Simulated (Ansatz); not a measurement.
```yaml
crystal:
  periodic: [false, false, false]
  atoms:
    - {symbol: Co, position_ang: [0.000000, 0.000000, 0.000000]}
    - {symbol: F, position_ang: [0.000000, 0.000000, 1.830000]}
basis:
  gaussian: {orbitals: def2-TZVP}
magnetization: {spin_polarized: true, initial_magnetization: 2}
hamiltonian: {xc: pbe0}
relax: {f_tol: 0.004, max_steps: 80}
```

```sh
$ ansatz run in.yaml --threads 1 --pin off --events-out ev --progress --plain --max-ram 2176MiB
```

Steps of the relaxation (energy above the last step; positions in Å, forces in eV/Å):

```
2
step 1, 65.6 meV
Co    0.000    0.000    0.000    0.000    0.000    1.449
F     0.000    0.000    1.830    0.000    0.000   -1.449
```

```
2
step 2, 21.8 meV
Co    0.000    0.000    0.019    0.000    0.000    0.896
F     0.000    0.000    1.811    0.000    0.000   -0.896
```

```
2
step 3, 1.0 meV
Co    0.000    0.000    0.047    0.000    0.000   -0.213
F     0.000    0.000    1.783    0.000    0.000    0.213
```

```
2
step 5, 0.0 meV
Co    0.000    0.000    0.042    0.000    0.000    0.000
F     0.000    0.000    1.788    0.000    0.000    0.000
```

Close pairs at the end: Co1–F2 1.746 Å.

A stationary point of unrestricted PBE0 after 5 steps, with ⟨S²⟩ = 2.344 against 2.00 for a pure state. 52 s on 1 thread of Arm Neoverse V1, shared host.
